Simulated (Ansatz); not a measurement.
**Elastic constant C33 of rhombohedral A7 Bi: levels of theory against measurement**

Reference value: 40.4 GPa (measured, 4 K, zero-point motion not removed; as tabulated in Arnaud et al. (2016), arXiv:1602.08959).

### Question
Which of these levels comes closest to the reference?
A. PBE (Ansatz, an electronic-structure program)
B. PBEsol (Ansatz)
C. LDA (Ansatz)

### Answer
B, PBEsol (Ansatz)

```json
[
 {"level (code)": "LDA (Ansatz)", "value (GPa)": "47.0", "cell (Å³/atom)": "33.50", "difference (%)": "+16.3"},
 {"level (code)": "PBE (Ansatz)", "value (GPa)": "27.7", "cell (Å³/atom)": "36.92", "difference (%)": "-31"},
 {"level (code)": "PBEsol (Ansatz)", "value (GPa)": "41.6", "cell (Å³/atom)": "34.43", "difference (%)": "+3.0"}
]
```

Of the ranked levels PBEsol (+3.0 %) comes nearest. Farthest off among them: PBE (-31 %). Of the ranked levels only PBEsol lands within 10 %.

The reference isn't brought to a static lattice, while the calculations are for one, so the differences are not the levels' errors alone.  Density-functional levels without +SOC have no spin–orbit coupling. LDA: LDA has no dispersion term either, though it tends to give short spacings of layers, chains or molecules. PBE, PBEsol: the cell comes from a level without a dispersion term, which matters for the spacing of layers, chains or molecules. Each level is taken at its own relaxed cell. Ansatz's density-functional and Hartree–Fock values are scalar-relativistic unless marked +SOC, with PAW data made under PBE.

Differences are worked out from the printed values.
